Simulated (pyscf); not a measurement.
**Four-centre exchange: `[CH3][CH2][ZnH]` + `[NH3]` -> `[CH3][CH3]` + `[NH2][ZnH]`**

Gas phase, singlet surface, charge 0. Bonds broken: C2–Zn3, N10–H11. Bonds formed: C2–H11, Zn3–N10. Optimised with ωB97X-D3(BJ)/def2-SVP in PySCF.

Transition state (Å):

```xyz
13

C     -2.1301     0.3092    -0.1645
C     -0.8744     1.1786    -0.0067
Zn     0.8656    -0.2300    -0.2778
H     -1.9685    -0.5226    -0.8741
H     -2.4211    -0.1491     0.7970
H     -3.0084     0.8684    -0.5321
H     -1.1012     2.0727     0.6022
H     -0.5759     1.6027    -0.9875
H      1.3721    -0.9138    -1.5691
N      0.9233     0.0496     1.7033
H     -0.0202     0.7205     1.0640
H      0.6534    -0.6902     2.3525
H      1.6706     0.5883     2.1428
```

One imaginary mode, 1582i cm⁻¹; descent along it reached the two sides named, in the forms told below.

```tsv
bond	change	reactant side (Å)	saddle	product side
C2–Zn3	breaks	1.984	2.255	3.1
N10–H11	breaks	1.021	1.322	2.7
C2–H11	forms	3.3	1.444	1.102
Zn3–N10	forms	2.242	2.002	1.819
```

Electronic energies relative to the separated reactants (kcal/mol):

```json
[
 {"level": "ωB97X-D3(BJ)/def2-TZVP", "barrier": "25.0", "reaction energy": "-12.4", "reverse barrier": "37.4"},
 {"level": "PBE/def2-TZVP", "barrier": "23.2", "reaction energy": "-11.8", "reverse barrier": "35.0"},
 {"level": "r²SCAN/def2-TZVP", "barrier": "21.8", "reaction energy": "-13.0", "reverse barrier": "34.8"},
 {"level": "B3LYP-D3(BJ)/def2-TZVP", "barrier": "25.9", "reaction energy": "-12.6", "reverse barrier": "38.4"},
 {"level": "PBE0-D3(BJ)/def2-TZVP", "barrier": "22.8", "reaction energy": "-11.7", "reverse barrier": "34.5"},
 {"level": "M06-2X/def2-TZVP", "barrier": "21.4", "reaction energy": "-13.7", "reverse barrier": "35.1"},
 {"level": "ωB97M-D3(BJ)/def2-TZVP", "barrier": "26.0", "reaction energy": "-12.3", "reverse barrier": "38.3"},
 {"level": "HF/def2-TZVP", "barrier": "37.8", "reaction energy": "-15.5", "reverse barrier": "53.3"}
]
```

With ωB97M-D3(BJ)/def2-TZVP energies and thermal terms (ideal gas, 1 atm, RRHO with modes under 100 cm⁻¹ raised to 100, one conformer, R ln 2 for chiral ones without a mode under 150 cm⁻¹), in kcal/mol:

```
T (K)   ΔH‡   ΔG‡     ΔH     ΔG
-----  ----  ----  -----  -----
298    23.5  33.5  -12.5  -12.7
600    24.1  43.4  -12.5  -12.9
900    25.0  52.8  -12.5  -13.0
1200   25.9  62.0  -12.5  -13.2
```

On the reactant side the descent ends in an adduct with a N–Zn contact (not fully relaxed), 12.4 kcal/mol under the separated species and 37.4 kcal/mol under the saddle at ωB97X-D3(BJ)/def2-TZVP. What is counted as formed (N–Zn) is already present as a longer contact in the reactant adduct; forming that adduct is a step of its own. This is the saddle that the search found; another between the same sides may lie lower. Elements up to Kr have no core potential and no relativistic terms here.
